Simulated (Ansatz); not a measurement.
Reaction (hydrogenolysis of a C–C bond): `CCC(CC)C(C)C` + H₂ → `CCCC(C)C` + `CC`

Calculated with Ansatz (gas phase, PBE0-D4/def2-TZVP geometries, no zero-point term in ΔE). CCSD(T)/CBS is the MP2 limit (def2-TZVPP, def2-QZVPP) plus CCSD(T) − MP2 in def2-TZVPP, frozen cores. This one scheme is used for every species. Functionals use def2-TZVPP. Each species was taken in one conformer, which may not be the lowest.

CCSD(T)/CBS gives -0.64 eV.

(1) Another level gave -1.11 eV. Which?
A. HF/def2-TZVPP
B. PBE0-D4/def2-TZVPP
C. MP2/def2-TZVPP
D. CCSD(T)/def2-TZVPP

Largest T1 diagnostic among the species: 0.009.

Results:

(1) A. HF/def2-TZVPP -1.11, CCSD(T)/def2-TZVPP -0.65, PBE0-D4 -0.71, MP2/def2-TZVPP -0.58 eV.

In def2-TZVPP, CCSD(T) changes the Hartree–Fock value by +0.46 eV (the triples alone add +0.08 eV) and MP2 by +0.53 eV. The D4 term adds +0.23 eV with B3LYP and +0.13 eV with PBE0; it sums over pairs of atoms, weighted by their polarisabilities, and B3LYP, whose exchange is more repulsive, gets the larger term.

B3LYP here is the variant with VWN-RPA as its local correlation; programs differ in this.
